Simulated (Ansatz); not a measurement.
# Structure relaxation of Zn2Co

All numbers below come from DFT r2SCAN, scalar-relativistic, plane waves, PAW in Ansatz 0.2.0.

Zn2Co was placed on the fluorite structure type (Fm-3m, No. 225), with Co in place of Ca, Zn in place of F, at a guessed volume.

The final relaxation ran on this input, with the default PAW datasets:

```yaml
crystal:
  lattice:
    - [0.0, 2.7836037109, 2.7836037109]
    - [2.7836037109, 0.0, 2.7836037109]
    - [2.7836037109, 2.7836037109, 0.0]
  atoms:
    - { symbol: Zn, position: [0.25, 0.25, 0.25] }
    - { symbol: Zn, position: [0.75, 0.75, 0.75] }
    - { symbol: Co, position: [0.0, 0.0, 0.0] }
basis:
  ecutwfc: 500
kpoints:
  mp_grid: { grid: [14, 14, 14] }
hamiltonian:
  xc: r2scan
scf:
  occupations: { method: gaussian, width: 0.1 }
output:
  forces: true
  stress: true
  eigenvalues: true
relax:
  adjacent_minimum: "off"
  f_tol: 0.01
  max_steps: 80
  cell: { stress_tol: 0.05 }
```

Launched as:

```bash
ansatz run input.yaml --threads 1 --pin off --max-ram 2560MiB --backend cpu --events-out ev --progress --plain --runs-dir out
```

It took 51 s on 1 thread of Arm Neoverse V1, on a shared host, peak memory 0.54 GiB.

End of the output:

```
SCF converged after 6 iterations
Free energy (F): -11781.721452 eV
Harris-Foulkes:  -11781.721452 eV  (|F-HF|=1.82e-12)
Internal energy: -11781.713138 eV  (E = F + TS)
E sigma→0 (E₀):  -11781.717295 eV
Entropy (-TS):   -0.008314 eV (-2.771 meV/atom)
Fermi energy:    11.331640 eV
--- Per-component energies (eV) ---
  E_band       = -253.810713
  E_kinetic    = 720.599616
  E_local      = -6761.068584  (includes V_loc(G=0)·N_el)
  E_nonlocal   = 1689.874609
  E_hartree    = 2869.272281
  E_xc         = -406.682431
  E_vxc        = -339.428574  (∫ρ·V_xc dr)
  E_paw        = -5220.341180  (= ΣΔE_a)
  E_vpaw       = -1323.632951  (= ΣTr[D̂ρ^β])
  E_aug_tail   = -0.000082  (compensation charges beyond the density's cutoff)
  E_vtau       = 21.300893  (kinetic-family band-sum trace: ∫τ·v_τ [+ j·A + Jᵃ·Aᵃ] dr)
  E_ewald      = -4672.706923
  E_core_change = -0.660444  (= ΣΔE_core)
  E_smearing   = -0.008314  (= −TS)
  E_closure    = 0.000000  (closes the sum)
  Σ components = -11781.721452   (vs F -11781.721452, Δ=0.00e0)
--- Forces (eV/Å), atoms counted from 1 ---
  atom   1  Zn     0.00000000     0.00000000     0.00000000
  atom   2  Zn     0.00000000     0.00000000     0.00000000
  atom   3  Co     0.00000000     0.00000000     0.00000000
  max |Σ_I F_I| component: 1.85e-17 eV/Å
--- Stress (GPa, compression-positive) ---
        0.044210       0.000000       0.000000
        0.000000       0.044210       0.000000
        0.000000       0.000000       0.044210
  P = ⅓ Tr σ = 0.0442 GPa (0.442 kbar)
--- Relaxed structure (2 steps of the walk, 2 accepted, 1 SCFs on fresh bases) ---
  F+E_penalty+E_count = -11781.72145225 eV   max|allowed force component| = 9.869e-17 eV/Å   (the final SCF, on the basis selected at the relaxed cell)
  cell:  # Å, volume = 43.1571 Å³
    - [0.000000, 2.784030, 2.784030]
    - [2.784030, 0.000000, 2.784030]
    - [2.784030, 2.784030, 0.000000]
  atoms:
    - { symbol: Zn, position: [0.25, 0.25, 0.25] }
    - { symbol: Zn, position: [0.75, 0.75, 0.75] }
    - { symbol: Co, position: [0.000000, 0.000000, 0.000000] }
```

Absolute energies hang on the potentials; compare differences alone.

The result has space group Fm-3m (No. 225). Around Zn lie 4 Co at 2.41 Å and 6 Zn at 2.78 Å; around Co lie 8 Zn at 2.41 Å.

Against the elements it lies at 0.38 eV/atom. Energies over the elements count from the elements' standard structures at the same level, with no empirical corrections.

The k mesh leaves about 4 meV/atom of noise in metals.

A structure relaxed within its symmetry needn't be a true minimum.